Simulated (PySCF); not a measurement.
Consider `c1cc[nH]c1` (C4H5N). Numbering: `[cH:1]1[cH:2][cH:3][nH:4][cH:5]1` These are map numbers, not IUPAC locants.

Level of theory: ωB97X-D3(BJ)/ma-def2-TZVP single points in PySCF, grid level 2; every species was optimised with PBE0-D3(BJ)/ma-def2-SVP. The prefix ma- adds one diffuse s and one diffuse p function on all atoms but H. Zero-point and thermal terms (298.15 K, 1 bar) come from unscaled PBE0-D3(BJ)/ma-def2-SVP harmonic frequencies, with soft modes damped to free rotors in the entropy.

**Question.** Rank these of its positions by gas-phase deprotonation enthalpy, most acidic first.
A. C1 (aromatic carbon)
B. C3 (aromatic carbon)
C. N4 (pyrrole-type nitrogen)

**Answer.** C (1515 kJ/mol), B (1672 kJ/mol), A (1720 kJ/mol).

**Question.** For C3 (aromatic carbon), what are ΔE (electronic) and ΔG(298 K) of the loss of the proton?

**Answer.** ΔE = 1703 and ΔG = 1638 kJ/mol, beside ΔH = 1672 kJ/mol. The product is `[c-]1ccc[nH]1`.

**Question.** Of those listed, which site of deprotonation is favoured in toluene (IEF-PCM), and by how much?

**Answer.** N4 (pyrrole-type nitrogen), by 145 kJ/mol over C3 (aromatic carbon); the gas phase favours the same one.
